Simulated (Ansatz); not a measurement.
**Molecular dynamics of BClH4**

Input file:

```yaml
crystal:
  periodic: [false, false, false]
  atoms:
    - { symbol: B, position_ang: [0.011251, -0.133155, 0.105602] }
    - { symbol: H, position_ang: [-0.000511, 0.179661, 1.355644] }
    - { symbol: H, position_ang: [1.068078, 0.105115, -0.379498] }
    - { symbol: H, position_ang: [-1.056444, 0.04014, -0.383245] }
    - { symbol: Cl, position_ang: [0.07456, -2.233246, 0.634625] }
    - { symbol: H, position_ang: [0.031965, -0.882214, 1.356572] }
basis:
  gaussian: { orbitals: def2-SVPD }
hamiltonian:
  xc: hf
md:
  timestep: 0.5
  n_steps: 200
  ensemble: nve
  temperature: 300.0
  initial_velocities: maxwell_boltzmann
  seed: 7076
```

Command:

```bash
$ ansatz run input.yaml --threads 1 --pin off --max-ram 2048MiB --backend cpu --events-out ev --progress --plain --runs-dir out
```

It starts at the highest image of a converged band. Of that band: Neighbouring images differ by up to 1.3 eV, so the band resolves the path poorly. A vibrational analysis at the climbing image gives one clearly imaginary mode, 1351i cm⁻¹: a first-order saddle point.

Output, in part (one step line in 7, the closing report, with atoms numbered from 0):

```
md step     0: t =     0.00 fs  T =   300.0 K  F+E_penalty+E_count = -13232.29968066 eV  E_kin = 0.155112 eV  conserved = -13232.14456866 eV  (27 SCF iters)
md step     7: t =     3.50 fs  T =   118.8 K  F+E_penalty+E_count = -13232.20519235 eV  E_kin = 0.061434 eV  conserved = -13232.14375819 eV  (21 SCF iters)
md step    14: t =     7.00 fs  T =   134.5 K  F+E_penalty+E_count = -13232.21386343 eV  E_kin = 0.069538 eV  conserved = -13232.14432544 eV  (21 SCF iters)
md step    21: t =    10.50 fs  T =   105.9 K  F+E_penalty+E_count = -13232.19871089 eV  E_kin = 0.054764 eV  conserved = -13232.14394669 eV  (21 SCF iters)
md step    28: t =    14.00 fs  T =   246.8 K  F+E_penalty+E_count = -13232.27147839 eV  E_kin = 0.127598 eV  conserved = -13232.14388011 eV  (22 SCF iters)
md step    35: t =    17.50 fs  T =   560.7 K  F+E_penalty+E_count = -13232.43433700 eV  E_kin = 0.289918 eV  conserved = -13232.14441901 eV  (22 SCF iters)
md step    42: t =    21.00 fs  T =  1146.7 K  F+E_penalty+E_count = -13232.73794269 eV  E_kin = 0.592909 eV  conserved = -13232.14503363 eV  (21 SCF iters)
md step    49: t =    24.50 fs  T =  1794.1 K  F+E_penalty+E_count = -13233.07282455 eV  E_kin = 0.927645 eV  conserved = -13232.14517958 eV  (22 SCF iters)
md step    56: t =    28.00 fs  T =  2342.9 K  F+E_penalty+E_count = -13233.35699425 eV  E_kin = 1.211361 eV  conserved = -13232.14563365 eV  (20 SCF iters)
md step    63: t =    31.50 fs  T =  2751.7 K  F+E_penalty+E_count = -13233.56724183 eV  E_kin = 1.422727 eV  conserved = -13232.14451451 eV  (21 SCF iters)
md step    70: t =    35.00 fs  T =  3010.2 K  F+E_penalty+E_count = -13233.70141276 eV  E_kin = 1.556411 eV  conserved = -13232.14500150 eV  (22 SCF iters)
md step    77: t =    38.50 fs  T =  2712.1 K  F+E_penalty+E_count = -13233.54621036 eV  E_kin = 1.402258 eV  conserved = -13232.14395200 eV  (27 SCF iters)
md step    84: t =    42.00 fs  T =  2461.5 K  F+E_penalty+E_count = -13233.41604818 eV  E_kin = 1.272668 eV  conserved = -13232.14337980 eV  (22 SCF iters)
md step    91: t =    45.50 fs  T =  2546.5 K  F+E_penalty+E_count = -13233.45985562 eV  E_kin = 1.316647 eV  conserved = -13232.14320860 eV  (22 SCF iters)
md step    98: t =    49.00 fs  T =  3082.1 K  F+E_penalty+E_count = -13233.73669616 eV  E_kin = 1.593592 eV  conserved = -13232.14310396 eV  (22 SCF iters)
md step   105: t =    52.50 fs  T =  3255.8 K  F+E_penalty+E_count = -13233.82713846 eV  E_kin = 1.683363 eV  conserved = -13232.14377588 eV  (22 SCF iters)
md step   112: t =    56.00 fs  T =  2945.0 K  F+E_penalty+E_count = -13233.66579363 eV  E_kin = 1.522686 eV  conserved = -13232.14310773 eV  (22 SCF iters)
md step   119: t =    59.50 fs  T =  2362.5 K  F+E_penalty+E_count = -13233.36462017 eV  E_kin = 1.221523 eV  conserved = -13232.14309742 eV  (22 SCF iters)
md step   126: t =    63.00 fs  T =  2401.0 K  F+E_penalty+E_count = -13233.38499901 eV  E_kin = 1.241394 eV  conserved = -13232.14360529 eV  (21 SCF iters)
md step   133: t =    66.50 fs  T =  2659.2 K  F+E_penalty+E_count = -13233.51895667 eV  E_kin = 1.374904 eV  conserved = -13232.14405270 eV  (21 SCF iters)
md step   140: t =    70.00 fs  T =  2860.9 K  F+E_penalty+E_count = -13233.62423796 eV  E_kin = 1.479189 eV  conserved = -13232.14504929 eV  (21 SCF iters)
md step   147: t =    73.50 fs  T =  2938.5 K  F+E_penalty+E_count = -13233.66354102 eV  E_kin = 1.519315 eV  conserved = -13232.14422611 eV  (21 SCF iters)
md step   154: t =    77.00 fs  T =  3322.5 K  F+E_penalty+E_count = -13233.86432915 eV  E_kin = 1.717854 eV  conserved = -13232.14647497 eV  (26 SCF iters)
md step   161: t =    80.50 fs  T =  3074.1 K  F+E_penalty+E_count = -13233.73522427 eV  E_kin = 1.589434 eV  conserved = -13232.14579023 eV  (22 SCF iters)
md step   168: t =    84.00 fs  T =  2436.1 K  F+E_penalty+E_count = -13233.40527378 eV  E_kin = 1.259568 eV  conserved = -13232.14570606 eV  (21 SCF iters)
md step   175: t =    87.50 fs  T =  2728.0 K  F+E_penalty+E_count = -13233.55627695 eV  E_kin = 1.410464 eV  conserved = -13232.14581298 eV  (22 SCF iters)
md step   182: t =    91.00 fs  T =  3417.8 K  F+E_penalty+E_count = -13233.91403755 eV  E_kin = 1.767115 eV  conserved = -13232.14692222 eV  (22 SCF iters)
md step   189: t =    94.50 fs  T =  3315.5 K  F+E_penalty+E_count = -13233.86089530 eV  E_kin = 1.714270 eV  conserved = -13232.14662489 eV  (22 SCF iters)
md step   196: t =    98.00 fs  T =  2820.7 K  F+E_penalty+E_count = -13233.60385728 eV  E_kin = 1.458436 eV  conserved = -13232.14542172 eV  (21 SCF iters)
md step   200: t =   100.00 fs  T =  2568.8 K  F+E_penalty+E_count = -13233.47079673 eV  E_kin = 1.328164 eV  conserved = -13232.14263242 eV  (27 SCF iters)
Total energy: -13233.47079673 eV, -486.3210818111 hartree
Atom 0 at    -0.010956    -0.609091    -0.326303 Å, force     0.029707    -3.607922     1.574904 eV/Å
Atom 1 at    -0.228189     5.792718     6.392608 Å, force    -0.622149     1.706759     1.582990 eV/Å
Atom 2 at     0.996891    -0.077101    -0.098715 Å, force     0.294856     0.860474    -0.237992 eV/Å
Atom 3 at    -1.034818    -0.422714    -0.873137 Å, force    -0.031166     0.417802    -0.194364 eV/Å
Atom 4 at     0.091513    -2.405186     0.498834 Å, force    -0.293425     2.329635    -1.142635 eV/Å
Atom 5 at    -0.048880     5.300712     5.936135 Å, force     0.622177    -1.706747    -1.582904 eV/Å
Dipole moment:    -0.030424     0.474259    -0.218777 e Å
```

The run went to its last step. The conserved energy stayed within 0.45 meV per atom of its start (net change 0.32 meV per atom), so the integration is sound. The system heated up, since it started high on the potential surface and ran downhill. A run of 0.1 ps of so small a system gives no equilibrium averages. The orbitals stay closed-shell, which can raise the energy where a bond breaks towards radicals; this wasn't checked here.

The step under study would form B1–Cl5, H2–H6 and break B1–H2, Cl5–H6. These pairs go: B1–Cl5 2.17 → 1.98 Å, H2–H6 1.06 → 0.69 Å, B1–H2 1.29 → 9.28 Å, Cl5–H6 1.53 → 9.43 Å. In the last frame they stand as after the step (other bonds may differ from the relaxed reactants and products). It ends as BClH2 + H2. Pairs count as bonded within 1.25 times the sum of covalent radii (0.12 Å more for H–H).

Last frame:

```xyz
6
Properties=species:S:1:pos:R:3
B -0.011 -0.609 -0.326
H -0.228 5.793 6.393
H 0.997 -0.077 -0.099
H -1.035 -0.423 -0.873
Cl 0.091 -2.405 0.499
H -0.049 5.301 5.936
```

Time of the run: 2.4 min on 1 thread of Arm Neoverse V1, on a shared host, peak memory 0.14 GiB.
